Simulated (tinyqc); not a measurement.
Inside a calculation. Method: RHF in the sto-3g basis, for H2O, spin multiplicity 1. One step of it, computed by the program tinyqc.

Task: Iteration 2: DIIS coefficients. Solve [B -1; -1 0][c; lambda] = [0; -1] for the coefficients, which sum to one.

B (overlaps of the stored error matrices):
$$\begin{pmatrix}
4.3389139e+00 & 8.1764924e-01 \\
8.1764924e-01 & 1.6614598e-01
\end{pmatrix}$$

Give: DIIS coefficients.

Result:

DIIS coefficients: [-0.2270, 1.2270]
